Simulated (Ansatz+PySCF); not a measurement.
**singlet NH₃ in separate pieces: levels of theory in one basis**

```yaml
atoms:
  - { symbol: N, position_ang: [0.0000, 0.0000, -0.1456] }
  - { symbol: H, position_ang: [0.0000, 0.7999, 0.5097] }
  - { symbol: H, position_ang: [0.0000, -0.7999, 0.5097] }
  - { symbol: H, position_ang: [30.0000, 0.0000, 0.0000] }
```

Basis set: 6-31G* (spherical functions). Correlated methods keep 1 orbital frozen. Charge 0, multiplicity 1.

Computed with Ansatz (development build ahead of 0.2.0); each method stands on the lowest determinant of its kind that the runs found. NEVPT2 correlates all electrons. Active spaces start from the frontier orbitals, and the lowest solution found is given.

| method | E − E(RHF) (eV) | <S²> of the determinant |
| --- | --- | --- |
| RHF | 0.00 | 0.00 |
| UHF | -8.27 | 1.01 |
| UHF-MP2 | -11.86 | 1.01 |
| RHF-CCSD | -11.82 | – |
| UHF-CCSD | -12.38 | 1.01 |
| RHF-CCSD(T) | -13.17 | – |
| UHF-CCSD(T) | -12.43 | 1.01 |
| RHF-CCSDT(Q) | -12.45 | – |
| UHF-CCSDT(Q) | -12.45 | 1.01 |
| full CI (lowest root of this spin) | -12.45 | – |
| SC-NEVPT2(2,2) | -11.93 | – |

**Question.** What does CASSCF(2,2) give on the same scale?

**Answer.** -8.15 eV.

At such a shape the full CI root can have another spatial symmetry than the determinants, so the rows needn't describe one state.

**Question.** Is a single determinant a sound starting point here?

**Answer.** It is doubtful. Unrestricted orbitals lower Hartree–Fock by 8.27 eV and <S²> is 1.01 where a pure state has 0.00, a sign of strong static correlation. The CASSCF(2,2) natural occupations are 1.00, 1.00.

Caution for RHF, RHF-CCSD, RHF-CCSD(T), RHF-CCSDT(Q): an unrestricted determinant lies well below. Caution for UHF, UHF-MP2, UHF-CCSD, UHF-CCSD(T), UHF-CCSDT(Q): the unrestricted determinant is a mixture of spin states. Caution for UHF-MP2, UHF-CCSD, UHF-CCSD(T), UHF-CCSDT(Q): bonds are stretched, where a single reference can fail. Caution for RHF-CCSD, RHF-CCSDT(Q): large amplitudes, a single reference is doubtful. Caution for RHF-CCSD(T): very large amplitudes, the method is breaking down; the program doubts this total. Caution for RHF-CCSDT(Q): the amplitudes may be one of several solutions.
